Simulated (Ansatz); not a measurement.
Species: acetonitrile, C$_{2}$H$_{3}$N, charge 0, multiplicity 1. 
Structure (B3LYP-D3(BJ)/def2-TZVP (Ansatz, a program for electronic structure) minimum search):
```
C
H 1 1.0902
H 1 1.0902 2 108.78
H 1 1.0902 2 108.78 3 118.36
C 1 1.4544 2 110.15 3 -120.82
N 5 1.1493 3 150.78 1 180.00
```
Charge 0, spin multiplicity 1.

Parts of the frozen-core correlation energy in aug-cc-pVTZ (Ansatz, hartree). Frozen orbitals: 3; correlated occupied orbitals by spin: 8 and 8; virtual: 196 and 196. No spin-orbit coupling. No relativistic terms.

```
term                            value
-------------------------  ----------
reference (HF)             -131.97535
MP2 opposite-spin            -0.39781
MP2 same-spin                -0.12418
CCSD correlation             -0.53545
(T)                          -0.02569
T1 diagnostic                   0.012
largest doubles amplitude       0.041
```
